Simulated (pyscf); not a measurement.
Thermochemistry of product channels of `[CH3][ZnH]` + `[CH3][OH]` on the singlet surface, in kJ/mol, from CCSD(T)/def2-TZVPP + ΔMP2(QZVPP) energies (ideal gas, 1 atm, RRHO with modes under 100 cm⁻¹ raised to 100, one conformer, R ln 2 for chiral ones without a mode under 150 cm⁻¹). Single points on ωB97X-D3(BJ)/def2-SVP structures (PySCF, gas phase). MP2 and CC: frozen core, UHF for open shells. ΔMP2 is the change of the MP2 total energy from the triple- to the quadruple-zeta basis.

```tsv
products	ΔE	ΔH(298 K)	ΔG(298 K)	ΔG(1200 K)
`[CH3][Zn][OH]` + `[CH4]`	-160.6	-157.2	-157.2	-161.4
`[CH4]` + `[CH3][O][ZnH]`	-58.9	-58.9	-56.8	-48.8
```

These are energies of the channels, which say nothing of barriers. The CCSD(T) − MP2 part came from Ansatz, without density fitting, on the same reference. The frozen core leaves the outer d or s,p core shells of the metals and heavy elements correlated in the MP2 and CC values, and def2-TZVPP describes them poorly, which can shift differences by a few kcal/mol. Elements up to Kr have no core potential and no relativistic terms here.
